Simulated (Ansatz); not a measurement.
**B2H2 (triplet): wave-function methods side by side at scale of all distances = 1.000, 6-31G**

How much of the correlation energy of B2H2 (triplet) does each wave-function method recover here?

Program: Ansatz 0.2.0, Gaussian basis. Level of theory: 6-31G, core rule «outside noble gas», up to 2 orbitals frozen. These are calculated values, not measurements.

The runs, in order: UHF; CCSD(T) on ROHF; CCSD(T) on UHF; BCCD(T) on ROHF; CISD; CCSDT(Q) on ROHF; CCSDT(Q) on UHF; CISDTQ; CASSCF and MRCISD+Q, 4 electrons in 4 orbitals; CASSCF and NEVPT2, 4 electrons in 4 orbitals; CASSCF and MRCISD+Q, 8 electrons in 10 orbitals; CASSCF and MRCISD+Q(relaxed), 8 electrons in 10 orbitals; CASSCF and NEVPT2, 8 electrons in 10 orbitals; Full CI.

11 further runs of the same task are left out: 2 for a mislabelled method, 5 that didn't finish, 4 set aside as unsound or not needed.

## Step 1: What is computed

The geometry derives from a PBE0/def2-TZVP stationary point (not a proven minimum). All distances are scaled together.

4 atoms, charge 0, spin multiplicity 3.

Atoms are counted from 1 here; the program's logs count them from 0.

Bond lengths: B1–B2 1.585 Å, B1–H3 1.197 Å, B1–H4 1.197 Å. Angles: B2–B1–H3 118.9°, B2–B1–H4 118.9°, H3–B1–H4 122.2°.

## Step 2: UHF

Contents of in.yaml:

```yaml
crystal:
  periodic: [false, false, false]
  atoms:
    - {symbol: B, position_ang: [0.000000, 0.000000, 0.675628]}
    - {symbol: B, position_ang: [0.000000, 0.000000, -0.909454]}
    - {symbol: H, position_ang: [0.000000, 1.047868, 1.253990]}
    - {symbol: H, position_ang: [0.000000, -1.047868, 1.253990]}
basis:
  gaussian: {orbitals: 6-31G}
magnetization: {spin_polarized: true, initial_magnetization: 2}
hamiltonian: {xc: hf}
output: {orbitals: {seedname: orbitals}}
```

Run with:

```sh
ansatz run in.yaml --threads 1 --pin off --events-out ev --progress --plain --max-ram 2393MiB
```

The runs that follow: CCSD(T) on ROHF; CCSD(T) on UHF; BCCD(T) on ROHF; CISD; CCSDT(Q) on ROHF; CCSDT(Q) on UHF; CISDTQ; CASSCF and MRCISD+Q, 4 electrons in 4 orbitals; CASSCF and NEVPT2, 4 electrons in 4 orbitals; CASSCF and MRCISD+Q, 8 electrons in 10 orbitals; CASSCF and MRCISD+Q(relaxed), 8 electrons in 10 orbitals; CASSCF and NEVPT2, 8 electrons in 10 orbitals; Full CI.

Q: Predict the results of all the runs planned. Wanted: FCI below the RHF energy; RMP2 from FCI; UMP2 from FCI; RCCSD from FCI; RCCSD(T) from FCI; UCCSD(T) from FCI; RCCSDT(Q) from FCI; UCCSDT(Q) from FCI; NEVPT2 pair from FCI.

**Answer**, as computed:

| quantity | value |
| --- | --- |
| FCI below the RHF energy | -2.8264 eV |
| RMP2 from FCI | +18.56 kcal/mol |
| UMP2 from FCI | +18.31 kcal/mol |
| RCCSD from FCI | +2.31 kcal/mol |
| RCCSD(T) from FCI | +0.68 kcal/mol |
| UCCSD(T) from FCI | +0.67 kcal/mol |
| RCCSDT(Q) from FCI | +0.02 kcal/mol |
| UCCSDT(Q) from FCI | +0.01 kcal/mol |
| NEVPT2 pair from FCI | +17.84 kcal/mol |
| MRCISD+Q pair from FCI | +0.80 kcal/mol |
| NEVPT2 valence from FCI | +5.74 kcal/mol |
| levels within 1 kcal/mol (43 meV) | RCCSD(T), UCCSD(T), BCCD(T), RCCSDT, UCCSDT, CISDTQ, RCCSDT(Q), UCCSDT(Q), MRCISD+Q pair, MRCISD valence, MRCISD+Q valence, MRCISD+Q(relaxed) valence |
| T1 diagnostic | 0.033 |
| effectively unpaired electrons | 2.04 |

RCCSD(T) misses by +0.68 kcal/mol, 1.0 % of the correlation energy. One determinant dominates. Of the multireference levels listed MRCISD+Q(relaxed) valence comes nearest in total energy (-0.03 kcal/mol), which doesn't show that its space is the better one. These misses are within one basis, not against nature; the frozen cores of restricted and unrestricted runs differ, which can shift their rows.
